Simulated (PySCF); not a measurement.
Match each property card to its molecule.

Structures:
1. `C[Si](C)(Cl)[Si](Cl)(Cl)Cl` (C2H6Cl4Si2)
2. `C#C/C=C\OCOC=O` (C6H6O3)
3. `C=CC[Si@H](N)[SiH3]` (C3H11NSi2)
4. `NN` (N2H4)
5. `C[SiH2]CC#C` (C4H8Si)

Card P (geometry GFN2-xTB):
- Rotational constants A, B, C: 143.977, 24.641, 24.241 GHz
- Static isotropic polarisability (PBE0/def2-SVPD): 21.8 au
- Lowest triplet excitation (Tamm–Dancoff) (TDA PBE0/def2-SVPD): 6.01 eV
- Strongest line among the 8 lowest singlet transitions (TDDFT PBE0/def2-SVPD): S8 at 9.01 eV (138 nm, f = 0.085)
- Dipole moment (PBE0/def2-SVPD): 2.04 D

Card Q (geometry GFN2-xTB):
* Rotational constants A, B, C: 0.871, 0.528, 0.504 GHz
* Static isotropic polarisability (CAM-B3LYP/def2-SVPD): 127.7 au
* Strongest line among the 8 lowest singlet transitions (TDDFT CAM-B3LYP/def2-SVPD): S4 at 7.46 eV (166 nm, f = 0.302)
* HOMO energy (CAM-B3LYP/def2-SVPD): -9.58 eV
* Point group: Cs

Card R (geometry GFN2-xTB):
- Rotational constants A, B, C: 6.687, 2.366, 1.943 GHz
- Static isotropic polarisability (PBE0/def2-SVPD): 73.4 au
- Strongest line among the 8 lowest singlet transitions (TDDFT PBE0/def2-SVPD): S2 at 6.77 eV (183 nm, f = 0.036)
- HOMO energy (PBE0/def2-SVPD): -7.39 eV
- Point group: C1
- Lowest singlet excitation (TDDFT PBE0/def2-SVPD): 6.52 eV (190 nm, f = 0.001)

Card S (geometry GFN2-xTB):
- Rotational constants A, B, C: 3.225, 1.292, 1.148 GHz
- Static isotropic polarisability (PBE0/def2-SVPD): 102.3 au
- Lowest singlet excitation (TDDFT PBE0/def2-SVPD): 5.67 eV (219 nm, f = 0.010)
- 13C chemical shifts (computed TMS as zero) by class (GIAO PBE0/pcSseg-1): 143.5 (1 C), 119.2 (1 C), 27.1 (1 C) ppm
- Lowest triplet excitation (Tamm–Dancoff) (TDA PBE0/def2-SVPD): 4.27 eV
- Strongest line among the 6 lowest singlet transitions (TDDFT PBE0/def2-SVPD): S2 at 5.96 eV (208 nm, f = 0.059)

Card T (geometry GFN2-xTB):
* Rotational constants A, B, C: 3.383, 0.792, 0.701 GHz
* Static isotropic polarisability (PBE0/def2-SVPD): 86.1 au
* Isotropic shieldings of nuclei other than C and H, by class (GIAO PBE0/pcSseg-1): -102 (1 O), 92 (1 O), 164 (1 O) ppm
* HOMO energy (PBE0/def2-SVPD): -6.78 eV
* Lowest singlet excitation (TDDFT PBE0/def2-SVPD): 5.47 eV (227 nm, f = 0.069)

Species are written as SMILES; each is one conformer at its optimised geometry, gas phase, non-relativistic unless stated. Electronic properties by PySCF. NMR classes are plain means over equivalent atoms (diastereotopic ones count apart unless rotation or inversion swaps them), as if these changed places fast.

Question: Which card belongs to which structure?

Answer: P = 4, Q = 1, R = 5, S = 3, T = 2. What ties each card to its structure:
- 1 (card Q), C2H6Cl4Si2, monoisotopic mass 225.9 u, 8 heavy atoms: point group Cs; an asymmetric top with C = 0.504 GHz, the lowest such constant on the cards; polarisability 127.7 au for 114 electrons.
- 2 (card T), C6H6O3, monoisotopic mass 126.0 u, 9 heavy atoms: an asymmetric top with C = 0.701 GHz; polarisability 86.1 au for 66 electrons.
- 3 (card S), C3H11NSi2, monoisotopic mass 117.0 u, 6 heavy atoms: 3 C in 3 classes; the least shielded carbon (143.5 ppm) is an alkene CH carbon; an asymmetric top with C = 1.148 GHz; polarisability 102.3 au for 64 electrons.
- 4 (card P), N2H4, monoisotopic mass 32.0 u, 2 heavy atoms: an asymmetric top with C = 24.241 GHz, the highest such constant on the cards; polarisability 21.8 au for 18 electrons; dipole 2.04 D.
- 5 (card R), C4H8Si, monoisotopic mass 84.0 u, 5 heavy atoms: an asymmetric top with C = 1.943 GHz; polarisability 73.4 au for 46 electrons.
